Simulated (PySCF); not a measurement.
Frontier levels across methods

CH4.
Cartesian coordinates in Å at the PBE0-D3(BJ)/def2-SVP level; atoms count from 1:
```xyz
5
CH4 angstrom
C      0.0000    0.0000    0.0000
H     -0.7161   -0.2856   -0.7819
H      0.1178    1.0917    0.0073
H     -0.3723   -0.3345    0.9774
H      0.9707   -0.4714   -0.2028
```

The species is `C` (CH4).

Basis pcSseg-2 throughout (PySCF), one geometry. Isolated species at its PBE0-D3(BJ)/def2-SVP geometry, gas phase.

Problem. How do the orbital energies and the gap change with the method?

Solution. 
| method | kind | HOMO (eV) | LUMO (eV) | gap (eV) | SCF cycles |
| --- | --- | --- | --- | --- | --- |
| BLYP | GGA | -9.35 | 0.11 | 9.46 | 10 |
| OPBE | GGA | -9.41 | 0.14 | 9.55 | 10 |
| PBE | GGA | -9.41 | 0.19 | 9.60 | 10 |
| LDA | LDA | -9.43 | 0.21 | 9.64 | 10 |
| B97-D | GGA | -9.44 | 0.28 | 9.72 | 10 |
| KT2 | GGA | -9.49 | 0.30 | 9.79 | 9 |
| BP86 | GGA | -9.51 | 0.36 | 9.88 | 10 |
| KT3 | GGA | -9.58 | -0.07 | 9.51 | 9 |
| B97-2 | global hybrid | -10.68 | 0.85 | 11.53 | 9 |
| B3LYP | global hybrid | -10.72 | 0.50 | 11.23 | 9 |
| PBE0 | global hybrid | -10.95 | 0.84 | 11.79 | 8 |
| mPW1PW91 | global hybrid | -10.99 | 0.77 | 11.75 | 8 |
| BHandHLYP | global hybrid | -12.43 | 1.24 | 13.67 | 9 |
| CAM-B3LYP | range-separated hybrid | -12.47 | 1.42 | 13.89 | 9 |
| wB97X-D | range-separated hybrid | -12.92 | 2.49 | 15.41 | 9 |
| LC-wPBE | range-separated hybrid | -13.94 | 2.53 | 16.47 | 10 |
| HF | Hartree–Fock | -14.77 | 2.72 | 17.49 | 7 |

The HOMO spans 5.42 eV, from BLYP down to HF, and the gap runs from 9.46 eV (BLYP) to 17.49 eV (HF). Over the methods BLYP (0 %), OPBE (0 %), PBE (0 %), LDA (0 %), B97-D (0 %), KT2 (0 %), BP86 (0 %), KT3 (0 %), B97-2 (21 %), B3LYP (20 %), PBE0 (25 %), mPW1PW91 (25 %), BHandHLYP (50 %), HF (100 %), a straight line through the gap against the share of exact exchange rises by 0.79 eV for each 10 % (correlation coefficient 0.998). The dipole is below 0.03 D at every level.

The vertical ΔSCF ionisation energy at B3LYP/def2-SVPD is 14.12 eV; −ε(HOMO) comes closest to it with LC-wPBE (13.94 eV).
